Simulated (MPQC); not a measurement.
# BH2O (SMILES B[O]): UHF/def2-SVPD

Aim: the vertical ionisation energy of BH2O at UHF/def2-SVPD, from 2 runs. 

Program for the calculation: MPQC 2.3.1.

2 further runs of the same task are left out: 1 that didn't finish, 1 set aside as unsound or not needed.

**1. The system as given**

BH2O: 4 atoms, total charge 0, spin state doublet. As SMILES, `B[O]`. The coordinates come from a PBE0-D4/def2-TZVP relaxation.

Bond lengths: B1–O2 1.281 Å, B1–H3 1.211 Å, B1–H4 1.211 Å. Angles: O2–B1–H3 119.9°, O2–B1–H4 119.9°, H3–B1–H4 120.2°.

**2. The energy at UHF/def2-SVPD**

run.in

```
% emacs should use -*- KeyVal -*- mode
molecule<Molecule>: (
  symmetry = c1
  unit = angstrom
  { atoms geometry } = {
    B  [ -0.001100 -0.010300 -0.015100 ]
    O  [ 1.025300 -0.340800 0.676900 ]
    H  [ -1.052600 -0.587700 0.151600 ]
    H  [ 0.083900 0.878500 -0.833600 ]
  }
)
basis<GaussianBasisSet>: (
  name = "def2-SVPD"
  molecule = $:molecule
  basisdir = "."
  puream = yes
)
mpqc: (
  checkpoint = no
  savestate = no
  restart = no
  do_energy = yes
  do_gradient = no
  optimize = no
  mole<UHF>: (
    molecule = $:molecule
    basis = $:basis
    total_charge = 0
    multiplicity = 2
    memory = 1000000000
    print_evals = yes
    print_npa = yes
    maxiter = 100
    guess_wavefunction<HSOSHF>: (
      molecule = $:molecule
      total_charge = 0
      multiplicity = 2
      memory = 1000000000
      value_accuracy = 1e-3
      basis<GaussianBasisSet>: (
        name = "STO-3G"
        molecule = $:molecule
      )
      guess_wavefunction<ExtendedHuckelWfn>: (
        molecule = $:molecule
        total_charge = 0
        multiplicity = 2
        basis<GaussianBasisSet>: (
          name = "STO-3G"
          molecule = $:molecule
        )
      )
    )
  )
)
```

The basis set def2-SVPD is read from a file made from the Basis Set Exchange's data (not shown).

Run with:

```console
$ mpqc run.in > run.out
```

The program printed:

```text
MPQC: Massively Parallel Quantum Chemistry
[...]
  <S^2>      = 0.768255
  total scf energy = -100.6255685699
Value of the MolecularEnergy: -100.6255685699
[...]
      symmetry = c1
[...]
      nbasis = 59
[...]
    nalpha = 8
    nbeta = 7
[...]
```

It took 2.4 s on 1 thread of Arm Neoverse V2, shared host.

**3. The singlet cation at the same level**

run.in

```
% BH2O
molecule<Molecule>: (
   symmetry = c1
   unit = angstrom
   { atoms geometry } = {
      B  [ -0.001100    -0.010300    -0.015100 ]
      O  [ 1.025300    -0.340800     0.676900 ]
      H  [ -1.052600    -0.587700     0.151600 ]
      H  [ 0.083900     0.878500    -0.833600 ]
   }
)
basis<GaussianBasisSet>: (
   name = "def2-SVPD"
   molecule = $:molecule
   basisdir = "."
   puream = yes
)
mpqc: (
   checkpoint = no
   savestate = no
   restart = no
   do_energy = yes
   do_gradient = no
   optimize = no
   mole<UHF>: (
      molecule = $:molecule
      basis = $:basis
      total_charge = 1
      multiplicity = 1
      memory = 1000000000
      print_evals = yes
      print_npa = yes
      maxiter = 100
      guess_wavefunction<UHF>: (
         molecule = $:molecule
         total_charge = 1
         multiplicity = 1
         memory = 1000000000
         value_accuracy = 1e-3
         basis<GaussianBasisSet>: (
            name = "STO-3G"
            molecule = $:molecule
         )
      )
   )
)
```

The basis set def2-SVPD is read from a file made from the Basis Set Exchange's data (not shown).

Run with:

```console
$ mpqc -o run.out run.in
```

The program printed:

```text
MPQC: Massively Parallel Quantum Chemistry
[...]
  <S^2>      = -0.000000
  total scf energy = -100.1469479507
Value of the MolecularEnergy: -100.1469479507
[...]
      symmetry = c1
[...]
      nbasis = 59
[...]
    nalpha = 7
    nbeta = 7
[...]
```

Run time: 2.2 s. Hardware: 1 thread of Arm Neoverse V2, shared host.

**4. What came out**

Level: UHF/def2-SVPD.

| quantity | value |
| --- | --- |
| doublet BH2O: total energy | -100.62557 Eh |
| doublet BH2O: ⟨S²⟩ | 0.768 |
| singlet cation: total energy | -100.14695 Eh |
| vertical ionisation energy (to the singlet cation) | 13.024 eV |

The vertical ionisation energy comes to 13.02 eV (300 kcal/mol). Only the singlet of the ionised species was computed; a triplet could lie lower.
